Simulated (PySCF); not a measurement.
Gas-phase reaction: P4 + 4 O2 + 4 OH ⇌ 4 HPO3

Energies from PySCF, thermal terms from the rigid-rotor harmonic-oscillator model, ideal gas at 1 bar. † marks an energy on the PBE0/def2-TZVP geometry and frequencies; other levels use their own. MP2 and CCSD(T) freeze the core. Open shells (unrestricted): O2 (multiplicity 3), OH (multiplicity 2, electronic degeneracy 4); the rest are closed-shell singlets. Spin-orbit splitting is ignored; it lowers the true energy and changes the entropy of OH. B3LYP is the form with VWN-RPA correlation. HPO3: computed as isolated molecules; such fragments, hydroxides, amides, oligomers or adducts are transient or little studied in the gas. MP2 isn't extrapolated to the basis-set limit; its ΔH°(298 K) is -2627.0 kJ in def2-SVP and -3141.4 kJ in def2-TZVPP. CCSD(T) isn't extrapolated to the basis-set limit; its ΔH°(298 K) is -2414.4 kJ in def2-SVP and -2913.1 kJ in def2-TZVPP. The harmonic model lacks anharmonicity and excited electronic states, which grow with temperature; levels with a mode under 35 cm⁻¹ are left out. Internal rotation in HPO3 is treated as a harmonic vibration of one conformer, which makes the entropy rough.

```
level                ΔE electronic, kJ  ΔH°(298 K), kJ  ΔS°(298 K), J/K  ΔG°(1800 K), kJ
-------------------  -----------------  --------------  ---------------  ---------------
B3LYP/def2-TZVP†                 -2908           -2840             -716            -1545
CCSD(T)/def2-TZVPP†              -2981           -2913             -716            -1618
MP2/def2-TZVPP†                  -3209           -3141             -716            -1846
PBE/def2-TZVP†                   -2881           -2814             -716            -1519
PBE0/def2-TZVP                   -2849           -2782             -716            -1487
```
ΔH° is lowest at MP2/def2-TZVPP† and highest at PBE0/def2-TZVP. No reference value is set beside these.
